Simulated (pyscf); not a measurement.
PySCF, gas phase, ωB97X-D3(BJ)/def2-SVP geometries. Correlated levels are frozen-core, on RHF or UHF. ΔMP2 is the change of the MP2 total energy from the triple- to the quadruple-zeta basis.

SMILES: BPP
```xyz
8

B     -2.0108    -0.1992     0.2812
P     -0.3741     0.6784     0.3218
P      0.7693     0.1977    -1.4907
H     -2.9857     0.3456     0.7381
H     -2.0526    -1.3495    -0.0815
H     -0.6831     2.0420     0.1085
H      1.6218    -0.7670    -0.8867
H     -0.1112    -0.7720    -2.0436
```
Charge 0, spin multiplicity 1.

Question: How much does it cost (ΔH, 298 K, CCSD(T)/def2-TZVPP + ΔMP2(QZVPP)) to split H₂B–PH–PH₂ at its P–P bond into H₂B–PH• + PH₂•?

Answer: P–P to H₂B–PH• + PH₂•: 253.7 kJ/mol. The radicals are drawn with the spin at the cut bond; how far it spreads was not checked. Other isomers of H₂B–PH• were not searched in full and may lie lower. The CCSD(T) − MP2 part came from Ansatz, without density fitting, on the same reference.
